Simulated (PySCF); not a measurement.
**What binds SiH⁻: the parts of the energy along the bond**

State: ³Σ⁻, triplet, unpaired electrons π ↑↑. ROHF-based CCSD(T) in PySCF 2.14 with Si aug-cc-pV(T+d)Z, H aug-cc-pVTZ and Si aug-cc-pV(Q+d)Z, H aug-cc-pVQZ (frozen core orbitals: 5; no relativity). Correlation energies are extrapolated as n⁻³ (n = 3, 4), Hartree–Fock as (n+1)·exp(−9√n). CV is the change on freezing 1 orbitals instead, in Si cc-pwCVTZ, H cc-pVTZ. SR is the spin-free X2C energy in Si cc-pVTZ-DK, H cc-pVTZ-DK less the non-relativistic one in Si cc-pVTZ, H cc-pVTZ. All energies in eV from Si⁻ + H.

| R (Å) | HF/CBS | CCSD corr. | (T) | CV | SR | total |
| --- | --- | --- | --- | --- | --- | --- |
| 1.3829 | -1.821 | -0.981 | -0.0124 | -0.0106 | 0.0036 | -2.822 |
| 1.4458 | -1.968 | -0.984 | -0.0144 | -0.0066 | 0.0038 | -2.969 |
| 1.5086 | -2.032 | -0.987 | -0.0164 | -0.0035 | 0.0038 | -3.035 |
| 1.5715 | -2.034 | -0.992 | -0.0186 | -0.0013 | 0.0036 | -3.042 |
| 1.6344 | -1.991 | -0.997 | -0.0208 | 0.0004 | 0.0033 | -3.004 |
| 1.7129 | -1.891 | -1.003 | -0.0237 | 0.0018 | 0.0028 | -2.914 |
| 1.7915 | -1.758 | -1.011 | -0.0268 | 0.0026 | 0.0022 | -2.791 |

A fit to the total gives Re = 1.5476 Å, De = 3.045 eV, ωe = 1869.1 cm⁻¹, Be = 7.235 cm⁻¹ (masses 27.9769 and 1.0078 u).

Q: At R = 1.5715 Å the CCSD correlation energy is -0.126770 hartree in the smaller basis and -0.130408 in the larger. Extrapolate it.

A: (4³·E4 − 3³·E3)/(4³ − 3³) = -0.13306 hartree; the larger basis holds 98.0 % of it.

The T1 diagnostic is 0.023. The state was picked by a PBE0 search and need not be the measured ground state. Spin–orbit coupling, excitations beyond (T) and corrections to the Born–Oppenheimer picture are left out.
